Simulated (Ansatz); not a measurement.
**SiH4, triplet: the ladder up to full CI**

All five atoms lie in one plane.

Geometry: a point of a stretch scan, not a stationary point.

```xyz
5

Si    0.0006   -0.0578   -0.0574
H    -0.0305    2.8684    2.8485
H    -0.0159   -1.1354    1.0276
H     0.0171    1.0199   -1.1424
H     0.0121   -1.1429   -1.1350
```

Basis cc-pVDZ; Ansatz 0.2.0. Only valence electrons are correlated (noble-gas cores frozen), which leaves 8 electrons in 33 orbitals. R marks a restricted (for open shells ROHF) determinant, U an unrestricted one. Active spaces: valence = (8e, 8o) chosen from the atoms' valence shells; pair = (4e, 4o) about the gap.

Full CI is exact within this basis and frozen core; it isn't the basis-set limit. The frozen core follows each run's orbitals, which can shift R against U totals by a few meV.

For open shells CISD and CISDTQ are restricted-active-space CI with the open shells as a complete middle space.

The UHF ⟨S²⟩ is 2.065, the T1 diagnostic (RCCSD) is 0.0240 and the largest doubles amplitude (RCCSD) is 0.070. The T1 diagnostic (UCCSD) is 0.0258.

| level | E − E(RHF) (eV) |
| --- | --- |
| UHF | -0.1573 |
| RMP2 | -2.9262 |
| UMP2 | -2.9093 |
| RCCSD | -3.7447 |
| UCCSD | -3.7467 |
| RCCSD(T) | -3.8336 |
| UCCSD(T) | -3.8326 |

Task: Estimate how far full CI in cc-pVDZ lies from RCCSD(T). The table doesn't fix it; the size of (T) and the diagnostics are the guide.

Result: Full CI in cc-pVDZ lies 0.61 kcal/mol below RCCSD(T), which is 30 % of the (T) step (-2.05 kcal/mol). The diagnostics give no warning, yet the rest is a sizeable part of (T).

The other levels:

```json
{"level": "CISD", "E − E(full CI) (kcal/mol)": "6.78", "share of correlation (%)": "92.38", "wall time": "0.91 s"}
{"level": "BCCD(T)", "E − E(full CI) (kcal/mol)": "0.63", "share of correlation (%)": "99.30", "wall time": "1.5 s"}
{"level": "RCCSDT", "E − E(full CI) (kcal/mol)": "0.08", "share of correlation (%)": "99.91", "wall time": "–"}
{"level": "UCCSDT", "E − E(full CI) (kcal/mol)": "0.07", "share of correlation (%)": "99.92", "wall time": "–"}
{"level": "CISDTQ", "E − E(full CI) (kcal/mol)": "0.18", "share of correlation (%)": "99.80", "wall time": "7.5 s (H100)"}
{"level": "RCCSDT(Q)", "E − E(full CI) (kcal/mol)": "0.01", "share of correlation (%)": "99.99", "wall time": "7 s"}
{"level": "UCCSDT(Q)", "E − E(full CI) (kcal/mol)": "0.00", "share of correlation (%)": "100.00", "wall time": "7.5 s"}
{"level": "RCCSDTQ", "E − E(full CI) (kcal/mol)": "0.00", "share of correlation (%)": "100.00", "wall time": "11 s (H100)"}
{"level": "UCCSDTQ", "E − E(full CI) (kcal/mol)": "0.00", "share of correlation (%)": "100.00", "wall time": "15 s (H100)"}
{"level": "CASSCF (valence space)", "E − E(full CI) (kcal/mol)": "51.30", "share of correlation (%)": "42.37", "wall time": "–"}
{"level": "NEVPT2 (valence space)", "E − E(full CI) (kcal/mol)": "15.02", "share of correlation (%)": "83.13", "wall time": "2.2 s"}
{"level": "MRCISD (valence space)", "E − E(full CI) (kcal/mol)": "2.33", "share of correlation (%)": "97.39", "wall time": "–"}
{"level": "MRCISD+Q (valence space)", "E − E(full CI) (kcal/mol)": "0.03", "share of correlation (%)": "99.96", "wall time": "3.1 s"}
```

The correlation energy at full CI, counted from RHF, is -3.860 eV. That run took 20 s on 5 threads of AMD EPYC 7R13 with a whole H100 80 GB, shared host over 418,187,200 determinants.

Run but not shown, since their state or frozen core can't be matched to the reference's or they repeat it: CASSCF (pair space), NEVPT2 (pair space), MRCISD (pair space), MRCISD+Q (pair space).

Times hold each run's SCF and search for its determinant on a shared host, so for small cases they say little of a method's own cost; rows without a card ran on 1 thread of AMD EPYC 7R13.

The full-CI state has the irrep B1 of C2v, in the program's axes.

Natural occupations of full CI about the gap: 1.957 1.932 1.925 1.000 0.985 0.075 0.029 0.019 0.012 0.011; effectively unpaired electrons, Σ n²(2−n)², 2.07.
